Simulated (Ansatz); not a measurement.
# BS+ (triplet): the correlation ladder, def2-QZVPP

The task here is to estimate one member of a computed series from the others.

Computed with Ansatz 0.2.0, Gaussian basis. Level: def2-QZVPP, core rule «outside noble gas», up to 6 orbitals frozen.

The runs, in order: UHF; ROHF; CCSD(T) on UHF.

2 further runs of the same task are left out: 2 set aside as unsound or not needed.

## The system

The geometry is a PBE0/def2-TZVP stationary point (not a proven minimum) of the parent state, kept for this charge and spin.

2 atoms, charge 1, spin multiplicity 3.

Atoms are counted from 1 here; the program's logs count them from 0.

Bond lengths: B1–S2 1.608 Å.

Set-up of the first run:

Contents of in.yaml:

```yaml
crystal:
  periodic: [false, false, false]
  atoms:
    - {symbol: B, position_ang: [0.000000, 0.000000, 0.000000]}
    - {symbol: S, position_ang: [0.000000, 0.000000, 1.607700]}
basis:
  gaussian: {orbitals: "def2-QZVPP.json"}
total_charge: 1
magnetization: {spin_polarized: true, initial_magnetization: 2}
hamiltonian: {xc: hf}
output: {orbitals: {seedname: orbitals}}
```

On the command line:

```console
ansatz run in.yaml --threads 1 --pin off --events-out ev --progress --plain --max-ram 2393MiB
```

Steps of the session up to this table: UHF; ROHF; CCSD(T) on UHF.

One table of the session follows, with a row left open; its other results are not shown here.

| method | from UCCSD(T) (kcal/mol) |
| --- | --- |
| ROHF | ? |
| UHF | +143.40 |
| UMP2 | +22.77 |
| UCCSD | +7.41 |
| UCCSD(T) | 0 |

Estimate the missing values for ROHF.

As computed: from UCCSD(T) (kcal/mol): +146.62. In the column «from UCCSD(T) (kcal/mol)» it is the highest.
